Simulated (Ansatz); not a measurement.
Relaxation of C$_{2}$H$_{9}$Al (12 atoms, charge 0, multiplicity 1), to a largest force component of 0.03 eV/Å in at most 50 steps.

Computed with RKS PBE0/6-31G* in Ansatz 0.2.0.

```xyz
12
Properties=species:S:1:pos:R:3
Al -0.079 0.170 0.227
C 0.059 0.102 2.192
H -0.863 -0.302 2.631
H 0.868 -0.581 2.489
C 0.340 1.492 2.795
H 0.503 1.457 3.879
H 1.232 1.958 2.356
H -0.499 2.177 2.624
H 1.258 0.208 -0.644
H -1.488 0.273 -0.514
H -0.293 -2.529 0.750
H -0.196 -1.978 1.191
```

Problem. Where does it end, and by what steps?

Solution. The forces met the threshold. After 7 steps the energy has fallen by 0.131 eV; H11 moved furthest, 0.66 Å.

```tsv
step	energy less start (eV)	largest force component (eV/Å)	accepted
0	0.0000	1.160	yes
1	-0.0775	0.232	yes
2	-0.0842	0.898	yes
3	-0.1038	0.357	yes
4	-0.1259	0.099	yes
5	-0.1152	0.814	no
6	-0.1307	0.047	yes
7	-0.1314	0.020	yes
```

```xyz
12
Properties=species:S:1:pos:R:3
Al -0.091 -0.010 0.389
C 0.082 0.159 2.351
H -0.830 -0.212 2.840
H 0.902 -0.481 2.706
C 0.346 1.605 2.798
H 0.446 1.684 3.888
H 1.271 2.004 2.364
H -0.468 2.280 2.505
H 1.213 -0.084 -0.534
H -1.518 0.102 -0.323
H -0.312 -2.323 0.125
H -0.198 -2.278 0.865
```

The run took 27 s on 1 thread of Arm Neoverse V1, with other jobs on the host, peak memory 0.13 GiB.
